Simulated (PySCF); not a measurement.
State search for NaO⁺

Unrestricted PBE0; basis Na 6-311G(d,p), O 6-311G(d,p); no relativity; PySCF 2.14. Outer shells of the fragments: Na+ closed shells only; O 2s2 2p4.

Followed along the bond (rough minima from three points):

```csv
2Ms+1,unpaired,⟨S²⟩ at the start,R at minimum (Å),Te (eV)
3,π ↑↑,2.00,2.53,0.00
3,"σ ↑, π ↑",2.00,2.74,0.34
1,π ↑↓,1.00,2.52,0.79
1,"σ ↑, π ↓",1.00,2.75,1.11
```

Solutions found at the starting distance of 2.275 Å, counted from the lowest of them; the search is not exhaustive and high or unbound solutions are not listed, so other states can lie among these:

```csv
2Ms+1,unpaired,term,E (eV),⟨S²⟩,⟨Lz²⟩,μ (D)
3,π ↑↑,³Σ⁻,0.00,2.00,0.00,-3.96
3,"σ ↑, π ↑",³Π,0.36,2.00,1.00,-3.97
1,π ↑↓,mixed,0.79,1.00,2.00,-3.96
1,"σ ↑, π ↓",mixed,1.13,1.00,1.00,-3.98
1,none,mixed,3.02,0.00,2.00,-3.94
```

A term symbol is given only where ⟨S²⟩ and ⟨Lz²⟩ are close to those of a pure state; real π, δ and φ orbitals otherwise mix terms. A positive dipole points towards O; it is taken about the centre of mass and depends on that origin.
